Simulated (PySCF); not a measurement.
Choosing a molecule for a target property.

Species are written as SMILES; each is one conformer at its optimised geometry, gas phase, non-relativistic unless stated. Electronic properties by PySCF.

The conformers computed, where there is a choice (atom-mapped SMILES and torsion angles):
- `[CH2:1]=[CH:2][c:3]1[p:4][cH:5][o:6][c:7]1[N:8]([CH3:9])[CH3:10]`: C1–C2–C3–P4 -19°, O6–C7–N8–C9 124°
- `[CH2:1]=[C:2]([CH3:3])[C@@H:4]1[CH2:5][C@@H:6]1[O:7][CH3:8]`: C1–C2–C4–C5 -38°, C5–C6–O7–C8 80°
- `[CH3:1][C@@H:2]1[CH2:3][P@:4]1(=[NH:5])[c:6]1[cH:7][cH:8][cH:9][o:10]1`: C3–P4–C6–C7 159°
- `[F:1][c:2]1[cH:3][cH:4][c:5]([PH:6][SiH3:7])[cH:8][cH:9]1`: C4–C5–P6–Si7 97°
- `[CH2:1]=[C:2]([CH3:3])[CH2:4][C:5](=[CH2:6])[O:7][CH3:8]`: C1–C2–C4–C5 -106°, C2–C4–C5–C6 87°, C4–C5–O7–C8 177°

(1) Wanted: HOMO energy above -6.4 eV (PBE0/pcSseg-1) and dipole moment above 2.7 D (PBE0/pcSseg-1), at GFN2-xTB geometries. Which candidate meets both?
A. `C=C(C)[C@@H]1C[C@@H]1OC`
B. `C1COC1`
C. `C[C@@H]1C[P@]1(=N)c1ccco1`
D. `C=Cc1pcoc1N(C)C`

(2) Wanted: smallest rotational constant between 0.7 GHz and 1.2 GHz (GFN2-xTB) and HOMO–LUMO gap below 5.7 eV (PBE0/pcSseg-1), at GFN2-xTB geometries. Which candidate meets both?
A. `FC1=CC=C(P[SiH3])C=C1`
B. `CO[C@@H]1[C@H](C(=C)C)C1`
C. `C=C(C)CC(=C)OC`
D. `CN(C)c1c(C=C)pco1`
E. `C[C@@H]1C[P@@]1(c1ccco1)=N`
F. `C1CCO1`

Answers

(1) D. Computed values:
```csv
species,HOMO energy,dipole moment
C1COC1,-7.05 eV,2.05 D
C=C(C)[C@@H]1C[C@@H]1OC,-6.78 eV,1.45 D
C[C@@H]1C[P@]1(=N)c1ccco1,-6.01 eV,2.54 D
C=Cc1pcoc1N(C)C,-5.72 eV,2.85 D
```

(2) E. Computed values:
| species | smallest rotational constant | HOMO–LUMO gap |
| --- | --- | --- |
| FC1=CC=C(P[SiH3])C=C1 | 0.555 GHz | 5.98 eV |
| CN(C)c1c(C=C)pco1 | 0.670 GHz | 4.90 eV |
| C[C@@H]1C[P@@]1(c1ccco1)=N | 0.726 GHz | 5.49 eV |
| C=C(C)CC(=C)OC | 1.099 GHz | 6.83 eV |
| CO[C@@H]1[C@H](C(=C)C)C1 | 1.251 GHz | 7.38 eV |
| C1CCO1 | 6.839 GHz | 8.55 eV |
